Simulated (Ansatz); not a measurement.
CH4MgO (`[CH3][Mg][OH]`). Total charge 0; spin multiplicity 1. Geometry: relaxed with PBE0-D4/def2-TZVP. It is one conformer, not always the lowest.

```xyz
7

C     0.004   -1.307   -0.358
Mg   -0.003    0.693    0.189
O    -0.010    2.395    0.653
H     0.600   -1.476   -1.260
H    -1.007   -1.671   -0.564
H     0.423   -1.939    0.431
H    -0.005    3.306    0.909
```

What is the dipole moment at r2SCAN/def2-TZVPP? (Best estimate.)

The calculation gave: 0.18 D, with components (0.02, 0.17, 0.06) D in this frame, pointing from negative to positive charge.

And with PBE, B3LYP, ωB97M-V? (Estimate.)

Computed: PBE 0.04 D, B3LYP 0.11 D, ωB97M-V 0.18 D.

Give the Mulliken charges with r2SCAN, B3LYP, PBE in def2-TZVPP. (Estimate.)

The calculation gave: 
```csv
atom,r2SCAN,B3LYP,PBE
C1,-0.65,-0.67,-0.66
Mg2,0.88,0.81,0.74
O3,-0.66,-0.62,-0.58
H4,0.09,0.11,0.12
H5,0.09,0.11,0.12
H6,0.09,0.11,0.12
H7,0.17,0.15,0.15
```

B3LYP here is the variant with VWN-RPA as its local correlation; programs differ in this.
